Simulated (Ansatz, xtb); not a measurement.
System: C2H5S, net charge 0, doublet state. It need not be the lowest isomer of its formula. SMILES: C[CH]S
Coordinates optimised at B3LYP-D3(BJ)/def2-TZVP (Ansatz, a quantum-chemistry and plane-wave program):
```
C
H 1 1.0800
C 1 1.4873 2 121.01
H 3 1.0916 1 110.45 2 37.93
H 3 1.0934 4 107.87 1 -122.15
H 3 1.0995 4 107.14 5 -114.80
S 1 1.7329 2 118.12 3 -161.68
H 7 1.3427 1 97.92 2 -17.22
```
Charge 0, spin multiplicity 2.

Harmonic wavenumbers from GFN2-xTB (xtb, at its own minimum), cm⁻¹: 125, 243, 305, 476, 770, 862, 1005, 1036, 1149, 1251, 1399, 1463, 1476, 2403, 2890, 2991, 3027, 3093.

**Question.** Give the harmonic wavenumbers at B3LYP-D3(BJ)/def2-TZVP (Ansatz, finite differences of forces, unscaled).

**Answer.** 122, 219, 305, 391, 735, 900, 1011, 1042, 1140, 1303, 1413, 1471, 1487, 2675, 2961, 3041, 3087, 3200 cm⁻¹. Zero-point energy 37.9 kcal/mol.

**Question.** From these and the geometry, give the ideal-gas thermochemistry at 298.15 K and 1 atm (rigid rotor, harmonic oscillator).

**Answer.** Point group C1, rotational symmetry number 1. Rotational constants 38.65, 5.487, 4.958 GHz. S(trans) 38.25, S(rot) 23.24, S(vib) 8.12, S(elec, spin only) 1.38, S 71.0 cal/(mol K). H(298) - H(0) 3.77 kcal/mol; G - E(el) 20.5 kcal/mol.
